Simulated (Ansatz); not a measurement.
```yaml
crystal:
  periodic: [false, false, false]
  atoms:
    - {symbol: Ru, position_ang: [-0.263286, 0.002394, 0.001281]}
    - {symbol: C, position_ang: [1.715272, -0.015599, -0.008344]}
    - {symbol: H, position_ang: [1.977339, -1.095258, -0.003730]}
    - {symbol: H, position_ang: [1.996574, 0.525600, 0.920286]}
    - {symbol: H, position_ang: [1.987405, 0.515446, -0.945554]}
basis:
  gaussian: {orbitals: def2-TZVP}
total_charge: 1
magnetization: {spin_polarized: true, initial_magnetization: 2}
hamiltonian: {xc: pbe0}
relax: {f_tol: 0.004, max_steps: 80}
```

```sh
$ ansatz run in.yaml --threads 1 --pin off --events-out ev --progress --plain --max-ram 2176MiB
```

Steps of the relaxation (energy above the last step; positions in Å, forces in eV/Å):

```
5
step 1, 24.7 meV
Ru   -0.263    0.002    0.001    0.095    0.002    0.000
C     1.715   -0.016   -0.008   -0.361    0.000    0.001
H     1.977   -1.095   -0.004    0.096    0.499   -0.003
H     1.997    0.526    0.920    0.083   -0.253   -0.421
H     1.987    0.515   -0.946    0.087   -0.248    0.423
```

```
5
step 2, 2.0 meV
Ru   -0.290    0.003    0.001    0.159    0.000   -0.001
C     1.684   -0.015   -0.008    0.081   -0.003    0.000
H     1.998   -1.072   -0.004   -0.078    0.123    0.000
H     2.015    0.513    0.900   -0.082   -0.060   -0.101
H     2.006    0.503   -0.926   -0.081   -0.059    0.102
```

```
5
step 3, 0.0 meV
Ru   -0.279    0.003    0.001    0.006    0.001    0.000
C     1.687   -0.016   -0.008    0.028   -0.002    0.000
H     1.994   -1.070   -0.004   -0.011    0.015    0.000
H     2.011    0.512    0.899   -0.012   -0.007   -0.011
H     2.002    0.502   -0.924   -0.012   -0.007    0.011
```

```
5
step 4, 0.0 meV
Ru   -0.278    0.004    0.001   -0.003    0.001    0.000
C     1.687   -0.016   -0.008    0.007   -0.001    0.000
H     1.993   -1.070   -0.004    0.000    0.002    0.000
H     2.010    0.512    0.899   -0.001   -0.001   -0.001
H     2.001    0.502   -0.924   -0.001   -0.001    0.001
```

```
5
step 5, 0.0 meV
Ru   -0.278    0.004    0.001   -0.001    0.000    0.000
C     1.688   -0.016   -0.008    0.001   -0.001    0.000
H     1.993   -1.070   -0.004    0.000    0.000    0.000
H     2.010    0.512    0.899    0.000    0.000    0.000
H     2.001    0.502   -0.924    0.000    0.000    0.000
```

Close pairs at the end: C2–H3 1.098 Å, C2–H4 1.098 Å, C2–H5 1.098 Å, Ru1–C2 1.966 Å.

A stationary point of unrestricted PBE0 after 5 steps, with ⟨S²⟩ = 2.100 against 2.00 for a pure state; no frequencies were run, so it isn't proven a minimum. 2.2 min on 1 thread of Arm Neoverse V2, shared host.
